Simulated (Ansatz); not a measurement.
## CCSD(T) forces

C2H5N (SMILES CC=N), singlet, displaced at random from its PBE0-D4/def2-TZVP minimum.

```json
{"atom": "C1", "x (Å)": "-0.4664", "y (Å)": "0.5948", "z (Å)": "-0.3218"}
{"atom": "C2", "x (Å)": "0.6782", "y (Å)": "-0.1673", "z (Å)": "0.2754"}
{"atom": "N3", "x (Å)": "0.6875", "y (Å)": "-1.4187", "z (Å)": "0.6176"}
{"atom": "H4", "x (Å)": "-0.1811", "y (Å)": "1.0289", "z (Å)": "-1.2507"}
{"atom": "H5", "x (Å)": "-1.3332", "y (Å)": "-0.0402", "z (Å)": "-0.4477"}
{"atom": "H6", "x (Å)": "-0.7773", "y (Å)": "1.4403", "z (Å)": "0.3762"}
{"atom": "H7", "x (Å)": "1.6193", "y (Å)": "0.4032", "z (Å)": "0.4673"}
{"atom": "H8", "x (Å)": "-0.2369", "y (Å)": "-1.8696", "z (Å)": "0.3229"}
```

Computed with Ansatz 0.2.0 (basis: def2-TZVPP); correlated methods freeze the cores.

CCSD(T) forces from the calculation:
```json
{"atom": "C1", "Fx": "-0.417", "Fy": "0.773", "Fz (eV/Å)": "1.645"}
{"atom": "C2", "Fx": "0.529", "Fy": "-0.854", "Fz (eV/Å)": "0.595"}
{"atom": "N3", "Fx": "-1.106", "Fy": "0.388", "Fz (eV/Å)": "-0.943"}
{"atom": "H4", "Fx": "0.176", "Fy": "0.444", "Fz (eV/Å)": "-0.863"}
{"atom": "H5", "Fx": "-0.201", "Fy": "-0.239", "Fz (eV/Å)": "-0.145"}
{"atom": "H6", "Fx": "0.469", "Fy": "-0.910", "Fz (eV/Å)": "-0.810"}
{"atom": "H7", "Fx": "-0.722", "Fy": "-0.405", "Fz (eV/Å)": "-0.069"}
{"atom": "H8", "Fx": "1.273", "Fy": "0.803", "Fz (eV/Å)": "0.591"}
```

(1) Which atom feels the largest CCSD(T) force, and how large is it?

T1 diagnostic: at most 0.013. The restricted Hartree–Fock reference is unstable towards an unrestricted one here. These are differences at one structure, and CCSD(T) in triple zeta is itself an approximation.

Answers

(1) C1, 1.86 eV/Å, along (-0.22, 0.41, 0.88).

Root-mean-square difference of the force components from those of CCSD(T): PBE-D4 0.203; r2SCAN-D4 0.194; PBE0-D4 0.276; wB97M-V 0.260 eV/Å.

For scale, one of the runs: CCSD(T)/def2-TZVPP forces, 163 basis functions (an equivalent command: `ansatz run in.yaml --threads 2`). Hardware: 2 CPU threads, shared host. Wall time 2.2 min; peak host memory 2.4 GiB.
